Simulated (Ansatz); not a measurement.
The input, for Ansatz 0.2.0:

```yaml
crystal:
  periodic: [false, false, false]
  atoms:
    - {symbol: Si, position_ang: [0.004053, 0.000000, 0.532729]}
    - {symbol: O, position_ang: [-0.021964, 0.000002, -1.124355]}
    - {symbol: H, position_ang: [1.476262, -0.000114, 0.783135]}
    - {symbol: H, position_ang: [-0.620188, 1.217950, 1.110025]}
    - {symbol: H, position_ang: [-0.620376, -1.217854, 1.110025]}
basis:
  gaussian: {orbitals: def2-TZVPP}
magnetization: {spin_polarized: false, initial_magnetization: 1}
correlation: {method: fci, electrons: all}
```

```sh
$ ansatz run in.yaml --threads 1 --pin off --events-out ev --progress --plain --max-ram 2393MiB
```

**Question.** One thing in this input was set wrong on purpose, beside settings that are merely unusual. What is the gravest fault, and what does the program do?

**Answer.** Too large for memory. How the run ends: out of memory.
```
1437 factors; integrals over basis functions are off by at most 1.7e-7 eV
mean field evaluation 1: about -9940.0027 eV, gradient 4.1e1 eV
mean field evaluation 2: about -9940.0046 eV, gradient 4.1e1 eV
mean field evaluation 4: about -9946.5050 eV, gradient 1.0e1 eV
mean field evaluation 8: about -9947.4202 eV, gradient 6.3e-1 eV
mean field evaluation 16: about -9946.9248 eV, gradient 9.5e0 eV
mean field evaluation 32: about -9947.3184 eV, gradient 8.1e-1 eV
mean field evaluation 64: about -9947.3346 eV, gradient 2.3e0 eV
mean field evaluation 96: about -9947.4260 eV, gradient 1.4e-3 eV
mean field -9947.42603314 eV, -365.5611641104 hartree, gradient 3.4e-6 eV, S^2 0.750000; 8 other end points of the search recorded, 0 dependent functions left out
mean field evaluation 128: about -9947.5046 eV, gradient 1.9e-1 eV
reference -9947.42603314 eV, -365.5611641104 hartree; 13, 12 occupied and 102, 103 virtual orbitals, 1437 factors
Error: with its determinants' occupation strings, the run needs 1803839210.45 GiB of memory, and 2.33 GiB are given
refused for memory
```
